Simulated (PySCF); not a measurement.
Molecule: `C#Cc1c[c+]1C`, [C$_{6}$H$_{5}$]+.

Cartesian coordinates in Å; atom numbers follow the order of the lines, from 1:
```xyz
11

C     3.0528   -0.4510   -0.0681
C     1.9237   -0.0188   -0.0715
C     0.6446    0.4521   -0.0782
C    -0.2555    1.5017   -0.1772
C    -0.7460    0.2309    0.0120
C    -1.8355   -0.6840    0.1758
H     4.0413   -0.8202   -0.0671
H    -0.4085    2.5497   -0.3081
H    -2.2484   -0.9068   -0.8148
H    -2.6454   -0.2266    0.7468
H    -1.5176   -1.6244    0.6244
```

Total charge +1.

Frames of a GFN2-xTB Langevin trajectory at 300 K; GIAO PBE0/pcSseg-1 shieldings in PySCF, gas phase, non-relativistic; equivalent atoms averaged within each frame.

Shifts are taken against calculated references (same method and geometry level): ¹³C (186.93 ppm) and ¹H (31.72 ppm) vs TMS. The references are static minima.

Question: How do the shifts (ppm) fluctuate along the trajectory?

Answer: 
```tsv
time (fs)	C5	C3	C4	C1	C2	C6	H8	H7	H9/H10/H11
250	193.0	169.8	168.3	160.5	69.2	12.9	9.28	5.98	2.38
425	184.5	167.1	180.4	153.0	68.7	21.0	9.90	8.01	4.20
625	177.8	177.1	174.5	171.6	69.7	16.8	9.12	6.95	4.29
800	203.2	169.8	163.6	160.5	68.6	21.1	9.11	8.40	4.82
1000	169.1	174.3	174.0	171.0	68.0	18.8	9.22	7.63	4.66
mean of frames	185.5	171.6	172.2	163.3	68.8	18.1	9.33	7.39	4.07
standard deviation	13.2	4.0	6.4	7.9	0.6	3.4	0.33	0.96	0.98
```

5 frames give an uncertainty of the mean of about the standard deviation over 2.2 at best, since frames this close in time may not be independent; classical motion lacks zero-point vibration, and the reference would need the same averaging.
